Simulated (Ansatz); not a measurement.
One change: `C=C(O)S` becomes `C=C(O)O`.

Ansatz, PBE0-D4/def2-TZVP geometries, multiplicity 1. Each molecule was computed in one conformer, which needn't be the lowest.

```tsv
property	`C=C(O)S`
HOMO–LUMO gap (PBE/def2-TZVPP) / eV	4.65
LUMO energy (ωB97M-V/def2-TZVPP) / eV	1.94
size of the dipole moment (B3LYP/def2-TZVPP) / D	1.10
LUMO energy (PBE0/def2-TZVPP) / eV	-0.04
LUMO energy (PBE/def2-TZVPP) / eV	-1.02
HOMO energy (B3LYP/def2-TZVPP) / eV	-6.62
```

Q: What does the change do to each property? (An estimate is asked.)

A: The calculation gave: 
| property | `C=C(O)O` | shift |
| --- | --- | --- |
| HOMO–LUMO gap (PBE/def2-TZVPP) / eV | 4.96 | 0.31 |
| LUMO energy (ωB97M-V/def2-TZVPP) / eV | 2.23 | 0.29 |
| size of the dipole moment (B3LYP/def2-TZVPP) / D | 1.81 | 0.71 |
| LUMO energy (PBE0/def2-TZVPP) / eV | 0.77 | 0.81 |
| LUMO energy (PBE/def2-TZVPP) / eV | -0.13 | 0.89 |
| HOMO energy (B3LYP/def2-TZVPP) / eV | -6.12 | 0.50 |

With PBE0 the HOMO rises by 0.51 eV and the LUMO rises by 0.81 eV, so the gap widens by about 0.30 eV. PBE moves the HOMO by 0.59 eV and ωB97M-V by 0.43 eV. Dipoles are sizes alone; their direction can turn.

B3LYP here is the variant with VWN-RPA as its local correlation; programs differ in this.
